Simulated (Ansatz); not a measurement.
# C4H6F2: a ladder of functionals and wavefunction methods

Aim: compute C4H6F2 with functionals from several rungs and with coupled cluster, and see how far each lands from CCSD(T) at the basis-set limit for the atomisation energy.

The runs use Ansatz 0.2.0, Gaussian basis; functionals in def2-TZVPP, the program's frozen cores in correlated methods.

Levels to be run: PBE-D4, r2SCAN-D4, PBE0-D4, B3LYP-D4, ωB97X-V, ωB97M-V, B2PLYP; CCSD(T)/def2-TZVPP; MP2/def2-QZVPP; extrapolation to the limit.

## Step 1: The geometry

An earlier PBE0-D4 in a triple-zeta def2 set relaxation fixed the geometry.

SMILES `C/C(F)=C(\C)F`, 12 atoms, charge 0, spin multiplicity 1.

Atoms are counted from 1 here; the program's logs count them from 0.

Bond lengths: C1–C2 1.479 Å, C1–H7 1.088 Å, C1–H8 1.094 Å, C1–H9 1.094 Å, C2–F3 1.345 Å, C2–C4 1.328 Å, C4–C5 1.479 Å, C4–F6 1.345 Å, C5–H10 1.094 Å, C5–H11 1.094 Å, C5–H12 1.088 Å. Angles: C2–C1–H7 111.8°, C2–C1–H8 110.2°, C2–C1–H9 110.1°, H7–C1–H8 108.5°, H7–C1–H9 108.5°, H8–C1–H9 107.6°, C1–C2–F3 112.8°, C1–C2–C4 129.0°, F3–C2–C4 118.2°, C2–C4–C5 128.9°, C2–C4–F6 118.2°, C5–C4–F6 112.8°, C4–C5–H10 110.2°, C4–C5–H11 110.1°, C4–C5–H12 111.8°, H10–C5–H11 107.6°, H10–C5–H12 108.5°, H11–C5–H12 108.5°.

## Step 2: PBE-D4 (GGA)

Contents of in.yaml:

```yaml
crystal:
  periodic: [false, false, false]
  atoms:
    - {symbol: C, position_ang: [-0.684584, 1.514719, -0.021829]}
    - {symbol: C, position_ang: [-0.423447, 0.327719, 0.820229]}
    - {symbol: F, position_ang: [-0.886552, 0.466500, 2.075842]}
    - {symbol: C, position_ang: [0.186757, -0.807139, 0.497720]}
    - {symbol: C, position_ang: [0.779739, -1.208501, -0.795940]}
    - {symbol: F, position_ang: [0.307720, -1.755770, 1.444094]}
    - {symbol: H, position_ang: [-0.307808, 1.383893, -1.033976]}
    - {symbol: H, position_ang: [-0.209495, 2.398455, 0.413762]}
    - {symbol: H, position_ang: [-1.759511, 1.710047, -0.074543]}
    - {symbol: H, position_ang: [0.295432, -2.116024, -1.167805]}
    - {symbol: H, position_ang: [1.843516, -1.429856, -0.670296]}
    - {symbol: H, position_ang: [0.676134, -0.429143, -1.547859]}
basis:
  gaussian: {orbitals: def2-TZVPP}
hamiltonian: {xc: pbe, dispersion: d4}
output: {forces: true, orbitals: {seedname: orbitals}}
```

After this run come: r2SCAN-D4 (meta-GGA); PBE0-D4 (hybrid); B3LYP-D4 (hybrid); ωB97X-V (range-separated); ωB97M-V (range-separated); B2PLYP (double hybrid); CCSD(T) in def2-TZVPP; MP2 in def2-QZVPP.

**Question.** What will the summary of the whole plan be? Wanted: atomisation energy, CCSD(T)/CBS; farthest; mean size of error, hybrid; mean size of error, range-separated; gap, smallest and largest; T1 diagnostic; triples share of the correlation energy.

As calculated:

```
                               quantity                                 value
        atomisation energy, CCSD(T)/CBS                             50.913 eV
    functionals within 0.255 eV (0.5 %)            B3LYP-D4, ωB97X-V, ωB97M-V
                               farthest                    PBE-D4 (+1.754 eV)
             mean size of error, hybrid                              0.337 eV
    mean size of error, range-separated                              0.197 eV
              gap, smallest and largest  5.35 eV (PBE-D4), 12.08 eV (ωB97X-V)
                          T1 diagnostic                                0.0114
triples share of the correlation energy                                 3.6 %
```

In words: PBE-D4 is off by +1.754 eV. Double hybrids carry the basis error of their MP2 part in triple zeta, and no dispersion term here, so their miss is partly the set-up's. Misses under about 0.255 eV are within the doubt on the reference itself, which lacks core-valence correlation, relativity and higher excitations. Hartree-Fock recovers 73 % of the binding; the rest is correlation. The gap grows from 5.4 to 12.1 eV across the functionals, mostly with the share of exact exchange.
